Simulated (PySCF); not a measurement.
# CF₂: structure of the triplet

Aim: relax CF₂ as a triplet from a bent start, check by its vibrations whether the end is a minimum, and collect its spectrum and constants.

Method: B3LYP, basis C def2-TZVP, F def2-TZVP, no relativity, density fitting; program: PySCF 2.14.0.

### 1 Where the work starts

3 atoms, charge 0, spin multiplicity 3.

Bond lengths: C1–F2 1.390 Å, C1–F3 1.390 Å. Angles: F2–C1–F3 110.0°.

Z-matrix (Å, degrees; charge 0 multiplicity 3):
```
C
F  1 1.3900
F  1 1.3900 2 110.00
```

### 2 Finding the electronic state

One driver script runs all steps and calls PySCF; scf.py shows how it sets up the SCF of each step. The optimiser is the driver's own. After this first run the driver tries any further starts and a stability analysis.

File scf.py:

```python
from pyscf import gto, scf, dft
mol = gto.M(atom='''
C      0.000000     0.000000     0.000000
F      1.138600     0.000000     0.797300
F     -1.138600     0.000000     0.797300''',
    basis={'C': 'def2-TZVP', 'F': 'def2-TZVP'},
    charge=0, spin=2)
mf = dft.UKS(mol, xc='B3LYP')
mf.grids.atom_grid = (50, 194)
aux = {'C': 'def2-universal-JKFIT', 'F': 'def2-universal-JKFIT'}
mf = mf.density_fit(auxbasis=aux)
mf.conv_tol = 1e-08
mf.diis_space = 10
mf.max_cycle = 60
mf.init_guess = 'minao'
mf.verbose = 4
mf.kernel()
```

Run with:

```bash
> OMP_NUM_THREADS=4 python axn.py task.json out
```

Log:

```text
init E= -237.890147273569
[... the frontier-level lines of each cycle are left out ...]
cycle= 1 E= -237.622673263838  delta_E= 0.267  |g|= 0.484  |ddm|= 1.14
cycle= 2 E= -237.359750053317  delta_E= 0.263  |g|= 1.03  |ddm|=  0.7
cycle= 3 E= -237.711629332991  delta_E= -0.352  |g|= 0.0534  |ddm|= 0.424
cycle= 4 E= -237.712622704894  delta_E= -0.000993  |g|= 0.0215  |ddm|= 0.0429
cycle= 5 E= -237.712838976529  delta_E= -0.000216  |g|= 0.00271  |ddm|= 0.0221
cycle= 6 E= -237.712848726652  delta_E= -9.75e-06  |g|= 0.00151  |ddm|= 0.00416
cycle= 7 E= -237.712850567178  delta_E= -1.84e-06  |g|= 0.000295  |ddm|= 0.00195
cycle= 8 E= -237.712850663636  delta_E= -9.65e-08  |g|= 8.8e-05  |ddm|= 0.00051
cycle= 9 E= -237.712850666438  delta_E= -2.8e-09  |g|= 9.15e-06  |ddm|= 4.87e-05
Extra cycle  E= -237.712850666421  delta_E= 1.69e-11  |g|= 1.3e-05  |ddm|= 8.81e-06
converged SCF energy = -237.712850666421  <S^2> = 2.0038329  2S+1 = 3.0025542
```

This step, with its further starts and checks, needed 4 s of wall time on 4 threads of Arm Neoverse V2, shared host.

Energies from each starting density:

```tsv
start	energy (Eh)
the minimal-basis guess	-237.712851
a thermally smeared density	-237.712851
a smeared PBE density	-237.712851
```

The test of internal stability and the other starts found no lower solution of this spin.

### 3 Relaxation: bent start, triplet

The program finds C2v symmetry in the start, which this walk keeps.

Edit scf.py of step 2 so:

```diff
@@ -3,3 +3,3 @@
-C      0.000000     0.000000     0.000000
-F      1.138600     0.000000     0.797300
-F     -1.138600     0.000000     0.797300''',
+C      0.000000     0.000000    -0.605936
+F      1.138600     0.000000     0.191364
+F     -1.138600     0.000000     0.191364''',
@@ -15 +14,0 @@
-mf.init_guess = 'minao'
```

The optimiser's trace:

```tsv
step	energy (Eh)	change (kJ/mol)	largest symmetric gradient (Eh/bohr)
0	-237.712851	0.00	0.07835
1	-237.720624	-20.41	0.03692
2	-237.723142	-27.02	0.00143
3	-237.723138	-27.01	0.00190
4	-237.723148	-27.03	0.00005
```

The walk took 2.7 s.

Positions (Å) and forces (eV/Å) along the way:

```
step 0
C    0.000   0.000  -0.606   0.000   0.000   4.029
F    1.139   0.000   0.191  -1.580   0.000  -2.014
F   -1.139   0.000   0.191   1.580   0.000  -2.014
step 1
C    0.000   0.000  -0.462   0.000   0.000  -1.898
F    1.162   0.000   0.119   0.467   0.000   0.949
F   -1.162   0.000   0.119  -0.467   0.000   0.949
step 2
C    0.000   0.000  -0.516   0.000   0.000  -0.068
F    1.137   0.000   0.146   0.074   0.000   0.034
F   -1.137   0.000   0.146  -0.074   0.000   0.034
step 3
C    0.000   0.000  -0.516   0.000   0.000   0.052
F    1.142   0.000   0.146  -0.098   0.000  -0.026
F   -1.142   0.000   0.146   0.098   0.000  -0.026
step 4
C    0.000   0.000  -0.517   0.000   0.000   0.003
F    1.139   0.000   0.147  -0.001   0.000  -0.001
F   -1.139   0.000   0.147   0.001   0.000  -0.001
```

It settles in C2v symmetry, 27.0 kJ/mol below the start, after 4 steps: C–F 1.318 Å (×2); F–C–F 119.6°.

### 4 Vibrations and properties at this point

On the finer grid the gradient is checked again; gradients at displacements of ±0.02 bohr then give force constants and infrared intensities.

Edit scf.py of step 3 so:

```diff
@@ -3,3 +3,3 @@
-C      0.000000     0.000000    -0.605936
-F      1.138600     0.000000     0.191364
-F     -1.138600     0.000000     0.191364''',
+C     -0.000000     0.000000    -0.503897
+F      1.138866     0.000000     0.159120
+F     -1.138866     0.000000     0.159120''',
@@ -9 +9 @@
-mf.grids.atom_grid = (50, 194)
+mf.grids.atom_grid = (75, 302)
@@ -12 +12 @@
-mf.conv_tol = 1e-08
+mf.conv_tol = 1e-10
```

The driver hands on the density of the step before, so the log starts near convergence.

Log of the central SCF (cycles and frontier levels):

```text
init E= -237.723156223695
[... the frontier-level lines of each cycle are left out ...]
cycle= 1 E= -237.723156223694  delta_E= 1.76e-12  |g|= 3.35e-06  |ddm|= 2.59e-06
Extra cycle  E= -237.723156223687  delta_E= 6.65e-12  |g|= 5.76e-06  |ddm|= 3.79e-06
converged SCF energy = -237.723156223687  <S^2> = 2.0035887  2S+1 = 3.0023915
```

The whole step took 11 s.

Geometry: C2v; C–F 1.318 Å (×2); F–C–F 119.6°.

Modes, for the most abundant isotopes:

| symmetry | ω (cm⁻¹) | IR (km/mol) | μ (u) |
| --- | --- | --- | --- |
| a1 | 511 | 6.4 | 16.83 |
| a1 | 1135 | 51.6 | 14.45 |
| b2 | 1300 | 293 | 13.48 |

No imaginary mode, so this is a minimum.

Properties at this point:

```yaml
Dipole_moment: 0.34 D
Highest_occupied_level: -5.91 eV
Lowest_empty_level: -4.46 eV
Rotational_constants: 4.205, 0.3421, 0.3163 cm⁻¹
Zero-point_energy: 17.6 kJ/mol
Principal_polarisabilities: 10.6, 12.4, 16.6 bohr³
Atomisation_energy_without_zero-point_energy: 849 kJ/mol
Principal_traceless_quadrupole_moments_about_the_centre_of_mass: -1.21, 0.25, 0.96 D Å
Entropy_at_298.15_K_and_1_bar_electronic_part_spin_only: 251.0 J/(mol K)
Heat_capacity_Cp_at_298.15_K: 40.1 J/(mol K)
Enthalpy_at_298.15_K_above_0_K: 10.57 kJ/mol
Rotational_symmetry_number: 2
Spin_squared_⟨S²⟩: 2.004
```

Populations by atom (charges in e):

| atom | Mulliken | Löwdin | polar tensor | spin (Mulliken) | Mayer order to C1 |
| --- | --- | --- | --- | --- | --- |
| C1 | 0.26 | -0.40 | 0.81 | 1.73 | – |
| F2,3 | -0.13 | 0.20 | -0.40 | 0.13 | 1.13 |

Outer orbital energies (eV). α occupied: -19.30, -16.65, -15.23, -15.10, -13.37, -12.85, -9.79, -5.91; empty: 2.19, 3.10, 4.17, 5.16. β occupied: -35.23, -34.07, -18.25, -16.02, -14.16, -14.09, -12.64, -12.54; empty: -4.46, -0.64, 2.82, 3.58.

Mulliken populations on C1: s 3.22, p 2.33, d 0.16, f 0.02.

### 5 Outcome

| quantity | value |
| --- | --- |
| minimum | triplet, C2v |
| geometry | C–F 1.318 Å (×2); F–C–F 119.6° |
| wavenumbers (cm⁻¹) | 511 (a1), 1135 (a1), 1300 (b2) |
| dipole moment | 0.34 D |
| highest occupied, lowest empty level (either spin) | -5.91, -4.46 eV |
| polar-tensor charge of C1 | +0.81 e |
| zero-point energy | 17.6 kJ/mol |
| entropy at 298.15 K | 251.0 J/(mol K) |
| atomisation energy (no zero-point energy) | 849 kJ/mol |
| ⟨S²⟩ | 2.004 |

**Reading.** The bent start keeps its C2v symmetry and ends in a minimum. The strongest infrared band lies at 1300 cm⁻¹ (b2). Most of the spin sits on C1 (Mulliken spin 1.73, against 2 for the whole molecule). Other starts or spin states, not run here, may lie lower.

The search up to here took 18 s.
